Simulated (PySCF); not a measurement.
# Vertical excitation energies

Compound: chloromethylene, CHCl (singlet state).
Cartesian coordinates in Å at the PBE0-D3(BJ)/def2-SVP level; atoms count from 1:
```
atom  x, y, z in Å
C1    -0.1288   -0.6038    0.1665
Cl2    1.1364    0.4948   -0.0780
H3    -1.0239    0.0118   -0.1084
```

Method: TDDFT PBE0/def2-SVPD, vertical, gas phase, core orbitals frozen in the response (PySCF 2.14.0, density-fitted response routines).

Predict the UV-vis stick spectrum at this level.

```json
{"state": "S1", "E (eV)": "1.67", "λ (nm)": "743.4", "ν̃ (cm⁻¹)": "13450", "f": "0.0020", "|μ| (D)": "0.57", "symmetry": "A″", "main configurations (H = HOMO, L = LUMO)": "H→L (100%)"}
{"state": "S2", "E (eV)": "5.37", "λ (nm)": "230.7", "ν̃ (cm⁻¹)": "43340", "f": "0.0031", "|μ| (D)": "0.39", "symmetry": "A″", "main configurations (H = HOMO, L = LUMO)": "H-1→L (100%)"}
{"state": "S3", "E (eV)": "6.08", "λ (nm)": "203.9", "ν̃ (cm⁻¹)": "49040", "f": "0.019", "|μ| (D)": "0.90", "symmetry": "A′", "main configurations (H = HOMO, L = LUMO)": "H→L+1 (89%), H-2→L (8%)"}
{"state": "S4", "E (eV)": "6.76", "λ (nm)": "183.5", "ν̃ (cm⁻¹)": "54500", "f": "0.0013", "|μ| (D)": "0.23", "symmetry": "–", "main configurations (H = HOMO, L = LUMO)": "H→L+2 (83%), H-2→L (14%)"}
{"state": "S5", "E (eV)": "7.04", "λ (nm)": "176.0", "ν̃ (cm⁻¹)": "56810", "f": "0.157", "|μ| (D)": "2.43", "symmetry": "A′", "main configurations (H = HOMO, L = LUMO)": "H-2→L (69%), H→L+2 (16%)"}
{"state": "S6", "E (eV)": "7.30", "λ (nm)": "169.8", "ν̃ (cm⁻¹)": "58890", "f": "0.0001", "|μ| (D)": "0.06", "symmetry": "–", "main configurations (H = HOMO, L = LUMO)": "H-3→L (99%)"}
{"state": "S7", "E (eV)": "8.01", "λ (nm)": "154.8", "ν̃ (cm⁻¹)": "64590", "f": "0.033", "|μ| (D)": "1.05", "symmetry": "A′", "main configurations (H = HOMO, L = LUMO)": "H→L+3 (97%)"}
{"state": "S8", "E (eV)": "8.08", "λ (nm)": "153.5", "ν̃ (cm⁻¹)": "65130", "f": "0.011", "|μ| (D)": "0.59", "symmetry": "A″", "main configurations (H = HOMO, L = LUMO)": "H→L+4 (100%)"}
{"state": "S9", "E (eV)": "8.87", "λ (nm)": "139.8", "ν̃ (cm⁻¹)": "71510", "f": "0.026", "|μ| (D)": "0.88", "symmetry": "A′", "main configurations (H = HOMO, L = LUMO)": "H→L+5 (95%)"}
{"state": "S10", "E (eV)": "9.13", "λ (nm)": "135.8", "ν̃ (cm⁻¹)": "73650", "f": "0.082", "|μ| (D)": "1.54", "symmetry": "A′", "main configurations (H = HOMO, L = LUMO)": "H→L+6 (92%)"}
```

Triplets (Tamm–Dancoff): T1 0.25 eV, H→L (97%); T2 4.65 eV, H-1→L (95%); T3 4.91 eV, H-2→L (99%); T4 5.40 eV, H→L+1 (86%).

The lowest singlet comes at 743 nm (161 kJ/mol) in the visible; it is very weak; its leading configuration is HOMO→LUMO (100%). The most intense listed level is S5 at 7.04 eV (176 nm, f = 0.157), 5.38 eV above S1. Löwdin shares by element: HOMO carbon 59%, chlorine 31%, hydrogen 10%; LUMO carbon 66%, chlorine 26%, hydrogen 7%. Weighted by f, the mean energy of these states is 7.73 eV. Of the 10 states listed, 6 reach f = 0.01 and 1 stays under 0.0005. Orbital energies (eV): HOMO-3 -12.90, HOMO-2 -11.17, HOMO-1 -10.68, HOMO -7.11, LUMO -3.39, LUMO+1 0.66, LUMO+2 1.04. S1 lies in the visible range (380 to 750 nm), at 743 nm, f = 0.0020; light of that wavelength is red, and its complementary colour is blue-green. The vertical ionisation energy (ΔSCF) is 9.80 eV, 0.67 eV above S10. Symmetry labels in Cs follow from the direction of the transition dipole and are given only for states with f of 0.002 or more. Singlets were solved by full linear response, triplets in the Tamm–Dancoff approximation.
